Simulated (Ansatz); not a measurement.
**Which method gave which barrier?**

Saddle point of AlH2ClO, singlet (AlH₂ClO ([OH][AlH][Cl]) → AlCl + H₂O (still joined by a long Al–O bond); bonds formed: O2–H3; bonds broken: Al1–H3; bonds weakened to dative contacts: Al1–O2), PBE0-D4/def2-TZVP structure:

```tsv
atom	x (Å)	y (Å)	z (Å)
Al1	-0.2604	-0.8319	0.4413
O2	0.3210	0.3612	-0.7960
H3	-0.6661	-0.4517	-1.1837
Cl4	0.2405	-0.4012	2.4551
H5	0.3650	1.3237	-0.9167
```

Program: Ansatz 0.2.0. Basis: def2-TZVPP, with def2-QZVPP for the basis limit. Cores are frozen in the correlated methods. Extrapolation: Hartree–Fock as exp(−7.88 √X), correlation as X^−2.97. Four methods, as single points on the PBE0-D4 structures, gave these electronic barriers from the start structure: 2.751, 2.949, 3.205, 3.922 eV.

The methods were, in alphabetical order, BLYP-D4, HF, MP2, PBE0-D4. Which gave which? (Judge from chemistry; the calculation decides.)

By the calculation: BLYP-D4 2.751; PBE0-D4 2.949; MP2 3.205; HF 3.922 eV. For comparison, CCSD(T) at an estimated basis limit (MP2 extrapolated from triple and quadruple zeta, plus CCSD(T) − MP2 in triple zeta) gives 3.131 eV.

The T1 diagnostic stays at or below 0.017. The restricted Hartree–Fock reference is unstable towards an unrestricted one at one or more of these structures.

Labels in which every atom is bracketed show which atoms are joined, not bond orders.

For scale, one of the runs: CCSD(T)/def2-TZVPP, 143 basis functions, launched by `ansatz run in.yaml --threads 2 --pin off --events-out ev --progress --plain --max-ram 4352MiB`. Time: 9.5 s of wall clock on 2 CPU threads of an Arm Neoverse V2; the host was shared. Peak host memory: 0.77 GiB.
